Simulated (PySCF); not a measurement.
**AlH: a ladder of methods**

How much do the numbers for AlH (singlet) hang on the method? All levels run at one geometry, the PBE0 minimum.

Computed with PySCF 2.14.0. Level: several methods, basis Al def2-TZVP, H def2-TZVP, no relativity, density fitting.

## (1) The system as given

2 atoms, charge 0, spin multiplicity 1.

Bond lengths: Al1–H2 1.665 Å.

Z-matrix (Å, degrees; charge 0 multiplicity 1):
```
Al
H  1 1.6648
```

## (2) CCSD(T)

The steps are one call of a driver around PySCF; scf.py gives each level's set-up. Each SCF starts from the density of the minimum. The driver also runs the species with one electron less or more at the same geometry (one less: multiplicity 2, one more: multiplicity 2); their logs are not shown.

scf.py

```python
from pyscf import gto, scf, dft
mol = gto.M(atom='''
Al    -0.000000     0.000000    -0.059947
H      0.000000    -0.000000     1.604891''',
    basis={'Al': 'def2-TZVP', 'H': 'def2-TZVP'},
    charge=0, spin=0)
mf = scf.RHF(mol)
aux = {'Al': 'def2-universal-JKFIT', 'H': 'def2-universal-JKFIT'}
mf = mf.density_fit(auxbasis=aux)
mf.conv_tol = 1e-08
mf.diis_space = 10
mf.max_cycle = 60
mf.verbose = 4
mf.kernel()
from pyscf import cc
mycc = cc.CCSD(mf, frozen=5).run()
mycc.ccsd_t()
```

Launch:

```sh
OMP_NUM_THREADS=4 python axn.py task.json out
```

## (3) HF

Edit scf.py of step 2 so:

```diff
@@ -15,3 +14,0 @@
-from pyscf import cc
-mycc = cc.CCSD(mf, frozen=5).run()
-mycc.ccsd_t()
```

## (4) MP2

Edit scf.py of step 3 so:

```diff
@@ -14,0 +15,2 @@
+from pyscf.mp import dfmp2
+dfmp2.DFMP2(mf, frozen=5).kernel()  # the driver gives MP2 a fitting basis of its own (RI)
```

## (5) PBE0

Edit scf.py of step 4 so:

```diff
@@ -7 +7,2 @@
-mf = scf.RHF(mol)
+mf = dft.RKS(mol, xc='PBE0')
+mf.grids.atom_grid = (75, 302)
@@ -15,2 +15,0 @@
-from pyscf.mp import dfmp2
-dfmp2.DFMP2(mf, frozen=5).kernel()  # the driver gives MP2 a fitting basis of its own (RI)
```

## (6) PBE

Edit scf.py of step 5 so:

```diff
@@ -7 +7 @@
-mf = dft.RKS(mol, xc='PBE0')
+mf = dft.RKS(mol, xc='PBE')
```

## (7) B3LYP

Edit scf.py of step 6 so:

```diff
@@ -7 +7 @@
-mf = dft.RKS(mol, xc='PBE')
+mf = dft.RKS(mol, xc='B3LYP')
```

## (8) r2SCAN

Edit scf.py of step 7 so:

```diff
@@ -7,2 +7,2 @@
-mf = dft.RKS(mol, xc='B3LYP')
-mf.grids.atom_grid = (75, 302)
+mf = dft.RKS(mol, xc='R2SCAN')
+mf.grids.atom_grid = (90, 434)
```

## (9) wB97X

Edit scf.py of step 8 so:

```diff
@@ -7,2 +7,2 @@
-mf = dft.RKS(mol, xc='R2SCAN')
-mf.grids.atom_grid = (90, 434)
+mf = dft.RKS(mol, xc='WB97X')
+mf.grids.atom_grid = (75, 302)
```

(Steps that only read results are left out.)

**Question.** What will these runs give? Wanted: atomisation energy, CCSD(T) in this basis; vertical ionisation energy, CCSD(T); vertical electron affinity; orbital gap, range; T1, D1; T1, D1 of the cation; T1, D1 of the anion.

The runs gave:

| quantity | value |
| --- | --- |
| atomisation energy, CCSD(T) in this basis | 294 kJ/mol |
| vertical ionisation energy, CCSD(T) | 8.23 eV |
| vertical electron affinity | negative in this basis |
| orbital gap, range | 2.36 (PBE) to 8.69 (HF) eV |
| T1, D1 | 0.013, 0.023 |
| T1, D1 of the cation | 0.024, 0.044 |
| T1, D1 of the anion | 0.025, 0.055 |

What this shows: The functionals' atomisation energies stand -6 kJ/mol (PBE0) to +11 kJ/mol (B3LYP) from CCSD(T); much of that can be the slow basis convergence of CCSD(T), which binds tens of kJ/mol more at its limit, so it ranks no functional. HF lacks the correlation that pairing electrons in bonds brings, so it binds too weakly, by 75 kJ/mol even against this CCSD(T). Against CCSD(T), the vertical ionisation energy is best met by B3LYP (+0.02 eV) and worst by HF (-0.97 eV). B3LYP costs 0.7 s against 6.2 s for CCSD(T), a factor of about 9, and lands within 0.02 eV. The vertical electron affinity comes out negative at CCSD(T), so the value hangs on the basis and the levels are not ranked on it; without diffuse functions even a bound anion can come out this way. The PBE orbital energy is a poor guide to ionisation (4.9 eV, 3.3 eV too small); the difference of PBE energies gives 8.1 eV.
